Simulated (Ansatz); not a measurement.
Diamond-structure Si was calculated with PBE (plane waves, PAW; Ansatz, a first-principles code).

Settings: plane-wave cutoff 520 eV, 12×12×12 k mesh, perturbation theory, scalar-relativistic PAW data made under PBE.

Computed at the level's own relaxed cell.

Task: Give the computed high-frequency dielectric constant and zone-centre TO phonon frequency.

Result: 
- high-frequency dielectric constant: 13.0
- zone-centre TO phonon frequency: 503 cm⁻¹

Measured, for comparison: high-frequency dielectric constant 11.8 (300 K, no zero-point or thermal correction, our sources range from 11.7 to 12.1; as tabulated in Skelton et al. (2020), arXiv:2005.00277); zone-centre TO phonon frequency 525 cm⁻¹ (low temperature, zero-point motion not removed; as tabulated in Tanner et al. (2021), arXiv:2110.11888). Computed (rounded) less measured: high-frequency dielectric constant +10 % (+7 % to +11 % over the range), zone-centre TO phonon frequency -4 %.

The result took very roughly 100 core-seconds.
